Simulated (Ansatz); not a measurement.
Relaxation of BFH₅N (8 atoms, charge 0, multiplicity 1), to a largest force component of 0.03 eV/Å in at most 50 steps.

Computed with Ansatz, RKS PBE/def2-TZVP.

```xyz
8
Properties=species:S:1:pos:R:3
B 0.099 -0.505 -0.223
F -0.274 0.419 2.102
H 1.141 0.079 -0.315
H -0.961 -0.067 -0.567
N 0.139 -1.894 0.281
H -0.682 -2.491 0.313
H 1.010 -2.377 0.474
H -0.148 -0.503 2.031
```

Question: Where does it end, and by what steps?

Answer: The forces met the threshold. The force dipped under the threshold on the way, but the program's further checks kept it going. After 13 steps the energy has fallen by 0.248 eV; F2 moved furthest, 0.88 Å.

| step | energy less start (eV) | largest force component (eV/Å) | accepted |
| --- | --- | --- | --- |
| 0 | 0.0000 | 2.122 | yes |
| 1 | -0.1064 | 1.468 | yes |
| 2 | -0.1461 | 1.571 | yes |
| 3 | -0.2215 | 0.278 | yes |
| 4 | -0.2179 | 0.388 | no |
| 5 | -0.2266 | 0.058 | yes |
| 6 | -0.2366 | 0.104 | yes |
| 7 | -0.2362 | 0.323 | no |
| 8 | -0.2404 | 0.071 | yes |
| 9 | -0.2450 | 0.027 | yes |
| 10 | -0.2466 | 0.288 | yes |
| 11 | -0.2469 | 0.125 | yes |
| 12 | -0.2480 | 0.032 | yes |
| 13 | -0.2482 | 0.012 | yes |

```xyz
8
Properties=species:S:1:pos:R:3
B 0.136 -0.550 -0.523
F -0.284 -0.147 2.783
H 1.190 -0.028 -0.757
H -0.899 -0.181 -1.004
N 0.107 -1.625 0.384
H -0.726 -2.187 0.541
H 0.953 -2.064 0.739
H -0.153 -0.558 1.936
```

Whether the end is a true minimum wasn't checked by a vibrational analysis.

The run took 9.4 s on 4 threads of Arm Neoverse V2, on a shared host, peak memory 0.17 GiB.
